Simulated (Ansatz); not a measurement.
The same path of C2H4Na (7 atoms, charge 1, multiplicity 1) was run twice with different band settings. Lost on the way: C1–H6. Made: C1–Na3, C2–H6.

The calculation used RKS BHLYP-D4/6-31G* (Ansatz 0.2.0).

Relaxed end points:

```xyz
7
Properties=species:S:1:pos:R:3
C -0.644 0.258 -0.296
C 0.702 -0.076 0.103
Na 1.672 -2.174 0.900
H -1.298 -0.572 -0.539
H -0.780 1.109 -0.961
H -0.964 0.625 0.710
H 1.311 0.830 0.084
```

```xyz
7
Properties=species:S:1:pos:R:3
C -0.500 0.027 -0.565
C 0.135 0.569 0.474
Na 1.188 -1.942 0.298
H -1.448 -0.478 -0.448
H -0.138 0.149 -1.576
H -0.273 0.524 1.473
H 1.036 1.151 0.345
```

Common settings: spring 5.0 eV/Å²; optimiser quadratic models (default); start path through a guess of the saddle point; force threshold 0.05 eV/Å; iteration limit 60; end points relaxed.

| run | movable images | climbing image |
| --- | --- | --- |
| 1 | 9 | yes |
| 2 | 8 | no |

(1) What does each run give, and how far can it be trusted?

Answers

(1) Run 1: converged after 12 iterations, highest image 0.134 eV above the first end. A vibrational analysis at the climbing image gives one clearly imaginary mode, 816i cm⁻¹: a first-order saddle point.
Run 2: converged after 13 iterations, highest image 0.134 eV above the first end. No image climbed, so the highest image needn't sit at the top of the path.
The orbitals stay closed-shell, which can raise the energy where a bond breaks towards radicals; this wasn't checked here. Limits of this set-up: the dipole of an ion depends on the origin.
